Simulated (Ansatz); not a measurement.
## SiHClO (SMILES O[Si]Cl): methods side by side

The species is SiHClO (4 atoms), meant as a singlet with charge 0. SMILES: `O[Si]Cl`. Geometry: relaxed at PBE0-D4/def2-TZVP.

```jsonl
{"atom": "O", "x (Å)": "-0.9118", "y (Å)": "0.4502", "z (Å)": "-0.3087"}
{"atom": "Si", "x (Å)": "-0.4342", "y (Å)": "-0.7897", "z (Å)": "0.6470"}
{"atom": "Cl", "x (Å)": "1.6623", "y (Å)": "-0.7010", "z (Å)": "0.4214"}
{"atom": "H", "x (Å)": "-0.2608", "y (Å)": "0.9804", "z (Å)": "-0.7800"}
```

Each level gives the energy change with the O1–Si2 bond stretched from 1.637 to 2.046 Å (eV). The values are calculated.

```json
{"level": "SVWN5/STO-3G (restricted)", "kind": "LDA", "program": "Ansatz", "value (eV)": "1.50", "less FCI/STO-3G": "-0.06", "CPU time (all runs)": "1.6 s"}
{"level": "B3LYP/STO-3G (restricted)", "kind": "global hybrid", "program": "Ansatz", "value (eV)": "1.52", "less FCI/STO-3G": "-0.04", "CPU time (all runs)": "2.5 s"}
{"level": "r2SCAN0/STO-3G (restricted)", "kind": "hybrid meta-GGA", "program": "Ansatz", "value (eV)": "1.74", "less FCI/STO-3G": "+0.18", "CPU time (all runs)": "5.8 s"}
{"level": "HSE06/STO-3G (restricted)", "kind": "range-separated hybrid", "program": "Ansatz", "value (eV)": "1.62", "less FCI/STO-3G": "+0.06", "CPU time (all runs)": "3 s"}
{"level": "wB97M-V/STO-3G (restricted)", "kind": "range-separated hybrid", "program": "Ansatz", "value (eV)": "1.77", "less FCI/STO-3G": "+0.21", "CPU time (all runs)": "40 s"}
{"level": "wB97X/STO-3G (restricted)", "kind": "range-separated hybrid", "program": "Ansatz", "value (eV)": "1.78", "less FCI/STO-3G": "+0.22", "CPU time (all runs)": "10 s"}
{"level": "CCSD/STO-3G (restricted)", "kind": "coupled cluster or CI", "program": "Ansatz", "value (eV)": "1.69", "less FCI/STO-3G": "+0.13", "CPU time (all runs)": "0.45 s"}
{"level": "FCI/STO-3G", "kind": "exact in the basis", "program": "Ansatz", "value (eV)": "1.56", "less FCI/STO-3G": "0.00", "CPU time (all runs)": "4.1 s"}
```

FCI/STO-3G is exact within its basis and frozen core, so for wave-function methods in that basis the difference is their error; functionals converge differently with the basis, so for them it is only a difference. The first shape isn't each level's own minimum. The values span 1.50 to 1.78 eV. All rows use very small basis sets, so even the best lies far from the true value. Times are those of the runs behind each value, whatever else they computed, on shared processors of several kinds: orders of magnitude only.
